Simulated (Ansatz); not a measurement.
Ansatz (a quantum-chemistry and plane-wave program) input file for B(F)3 cation (BF3), SMILES FB(F)F (connectivity only; charge and spin as stated), charge +1, multiplicity 2, PBE/def2-SVPD. Geometry optimised at ωB97X-D3(BJ)/def2-TZVP. The multiplicity is an assumed one; other spin states were not compared. The isomer is the one that the SMILES or the coordinates give; other isomers of the formula were not compared.

Ansatz 0.2 input:
```yaml
crystal:
  periodic: [false, false, false]
  atoms:
    - {symbol: B, position_ang: [0.00000000, -0.00000000, -0.17977370]}
    - {symbol: F, position_ang: [0.00000000, -0.00000001, -1.43227343]}
    - {symbol: F, position_ang: [0.00000000, -0.98564134, 0.76607386]}
    - {symbol: F, position_ang: [0.00000000, 0.98564135, 0.76607385]}
basis:
  gaussian:
    orbitals: def2-SVPD
hamiltonian:
  xc: {name: PBE}
total_charge: 1
magnetization: {spin_polarized: true, initial_magnetization: 1}
```

Output:

```
WARN ansatz: RAYON_NUM_THREADS=1 ignored (pool sized by the plan → 1); use --threads N
Functional definition: PBE
integrals: 0.02 GiB planned
714 factors; their error is unknown
mean field: 0.24 GiB planned
mean field evaluation 1: about -8794.5783 eV, gradient 5.1e1 eV
mean field evaluation 2: about -8757.7610 eV, gradient 1.1e2 eV
mean field evaluation 4: about -8801.9036 eV, gradient 4.8e0 eV
mean field evaluation 8: about -8802.0213 eV, gradient 3.3e-2 eV
mean field evaluation 16: about -8801.9947 eV, gradient 6.5e-6 eV
mean field evaluation 32: about -8799.9116 eV, gradient 4.0e-1 eV
mean field -8801.99465491 eV, -323.4673373618 hartree, gradient 6.5e-6 eV, S^2 0.751985; 4 other end points of the search recorded, 0 dependent functions left out
reference -8801.99469932 eV, -323.4673389937 hartree; 16, 15 occupied and 73, 74 virtual orbitals, 714 factors
Total energy: -8801.99469932 eV, -323.4673389937 hartree
```

The run converged.
